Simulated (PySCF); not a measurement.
**MgO: bond curves at several levels of theory**

One job finds the state of MgO, follows it along the bond with each method and fits the curves.

Computed with PySCF 2.14.0. Level: Mg 6-311G(d,p), O 6-311G(d,p), no relativity.

### 1 The job

A driver script around PySCF takes these settings:

| Item | Value |
| --- | --- |
| atoms | Mg, O |
| charge | 0 |
| basis | Mg 6-311G(d,p), O 6-311G(d,p) |
| Hamiltonian | no relativity |
| basis functions | 44 |
| electrons treated | 20 |
| masses in u | 23.9850, 15.9949 |
| levels | PBE0, PBE, r²SCAN, M06-2X, B3LYP, TPSSh, HF, MP2, SCS-MP2, CCSD, CCSD(T) |
| grid | 80 radial by 434 angular points |
| occupations | held fixed by the projection of orbital angular momentum |
| dissociation limit | Mg + O, each in its ground configuration |
| starting distance in angstrom | 1.955 |
| values of 2S to try | 0, 2 |

The runs that follow: PBE0 along the bond; Higher solutions at PBE0; PBE (GGA); r²SCAN (meta-GGA); M06-2X (hybrid meta-GGA); B3LYP (global hybrid GGA); TPSSh (hybrid meta-GGA); UHF; Adding correlation.

**Question.** What will these runs give? Wanted: for each run, Re; ωe; De; μ.

As calculated:

Lowest PBE0 solution found, without spin–orbit coupling: ³Π (triplet), unpaired electrons σ ↑, π ↑. State 2 has its PBE0 minimum 0.06 eV higher, as a spin-mixed determinant (⟨S²⟩ = 1.00), so this is no gap between pure states. State 3 has its PBE0 minimum 0.43 eV higher. The other levels ran on the lowest alone.

```csv
level,Re (Å),ωe (cm⁻¹),De (eV),μ (D)
UHF,1.883,672,1.16,-3.37
UHF-MP2,1.902,651,2.05,n/a
UHF-SCS-MP2,1.903,649,1.91,n/a
UHF-CCSD,1.903,644,1.68,n/a
UHF-CCSD(T),1.908,636,1.76,n/a
PBE,1.927,596,2.53,-2.72
r²SCAN,1.907,625,2.60,-2.95
TPSSh,1.916,612,2.31,-2.76
B3LYP,1.910,618,2.25,-3.02
PBE0,1.903,629,2.26,-3.01
M06-2X,1.899,636,2.20,-3.22
```

De is counted to Mg + O in their ground configurations. A positive dipole means Mg(−)O(+).

Differences from CCSD(T) in the same basis:

```
      level  Re (mÅ)  ωe (%)
        UHF      -25    +5.6
    UHF-MP2       -6    +2.3
UHF-SCS-MP2       -5    +1.9
   UHF-CCSD       -4    +1.2
        PBE      +19    -6.4
     r²SCAN        0    -1.8
      TPSSh       +8    -3.8
      B3LYP       +2    -2.9
       PBE0       -4    -1.2
     M06-2X       -8     0.0
```

Judged by CCSD(T) in the same basis: best bond length r²SCAN (0 mÅ), worst UHF (-25 mÅ); best wavenumber M06-2X (0.0 %), worst PBE (-6.4 %). Hartree–Fock falls on the short and stiff side, its usual fault. PBE gives a bond that is too long and too soft, as GGAs tend to. CCSD(T) in a basis this small is itself some way from its limit, more so than the functionals. Of the levels with a De here, UHF gives the least (1.16 eV) and r²SCAN the most (2.60 eV).

Correlated steps freeze 2 core orbitals. At some levels the lowest empty orbital lies below the highest filled one (the two can be of opposite spin).
